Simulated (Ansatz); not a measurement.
# BH8NSi: the cost of one run

Computed with Ansatz 0.2.0, Gaussian basis. Level: PBE0-D4/def2-SVP.

## Step 1: Starting geometry

The start, a first-order saddle point found at PBE0-D4 in triple zeta: 11 atoms, charge 0, spin multiplicity 1.

Atoms are counted from 1 here; the program's logs count them from 0.

Bond lengths: B1–N2 1.570 Å, B1–H3 1.201 Å, B1–H4 1.201 Å, B1–H5 1.372 Å, B1–Si6 2.195 Å, N2–H7 1.005 Å, N2–H8 1.005 Å, Si6–H9 1.491 Å, Si6–H10 1.491 Å, Si6–H11 1.485 Å. Angles: N2–B1–H3 114.5°, N2–B1–H4 114.7°, N2–B1–H5 54.5°, N2–B1–Si6 111.3°, H3–B1–H4 118.3°, H3–B1–H5 118.8°, H3–B1–Si6 97.7°, H4–B1–H5 119.3°, H4–B1–Si6 97.1°, H5–B1–Si6 56.9°, B1–N2–H7 118.0°, B1–N2–H8 117.9°, H7–N2–H8 113.8°, B1–Si6–H9 118.6°, B1–Si6–H10 117.7°, B1–Si6–H11 94.2°, H9–Si6–H10 107.6°, H9–Si6–H11 108.6° and more.

Coordinates:

```mol
BH8NSi
  3D, bonds by distance, orders not assigned

 11 10  0  0  0  0  0  0  0  0999 V2000
   -0.7499   -0.3297   -0.2295 B   0  0
   -0.9967    1.1416   -0.7201 N   0  0
   -0.6175   -1.1327   -1.1126 H   0  0
   -1.3850   -0.6484    0.7391 H   0  0
    0.1482    0.7036   -0.1342 H   0  0
    1.2420   -0.5495    0.6671 Si  0  0
   -1.6372    1.7121   -0.1959 H   0  0
   -1.0234    1.3085   -1.7112 H   0  0
    2.4397   -0.3699   -0.2034 H   0  0
    1.5059    0.1616    1.9508 H   0  0
    1.0739   -1.9972    0.9501 H   0  0
  1  2  8  0
  1  3  8  0
  1  4  8  0
  1  5  8  0
  1  6  8  0
  2  7  8  0
  2  8  8  0
  6  9  8  0
  6 10  8  0
  6 11  8  0
M  END
```

## Step 2: The run

The input, md/in.yaml:

```yaml
crystal:
  periodic: [false, false, false]
  atoms:
    - {symbol: B, position_ang: [-0.749915, -0.329656, -0.229511]}
    - {symbol: N, position_ang: [-0.996676, 1.141599, -0.720085]}
    - {symbol: H, position_ang: [-0.617461, -1.132653, -1.112582]}
    - {symbol: H, position_ang: [-1.384957, -0.648441, 0.739075]}
    - {symbol: H, position_ang: [0.148166, 0.703617, -0.134234]}
    - {symbol: Si, position_ang: [1.241995, -0.549513, 0.667091]}
    - {symbol: H, position_ang: [-1.637249, 1.712070, -0.195946]}
    - {symbol: H, position_ang: [-1.023413, 1.308473, -1.711225]}
    - {symbol: H, position_ang: [2.439653, -0.369914, -0.203438]}
    - {symbol: H, position_ang: [1.505944, 0.161650, 1.950821]}
    - {symbol: H, position_ang: [1.073914, -1.997233, 0.950134]}
basis:
  gaussian: {orbitals: def2-SVP}
hamiltonian: {xc: pbe0, dispersion: d4}
md: {n_steps: 60, timestep: 0.5, temperature: 500, ensemble: nve, seed: 531, initial_velocities: maxwell_boltzmann}
```

Run with:

```
> ansatz run in.yaml --threads 2 --pin off --events-out ev --progress --plain --max-ram 4352MiB
```

**Question.** How long does this run take on 2 threads of Arm Neoverse V1, shared host?

About 1.7 min.
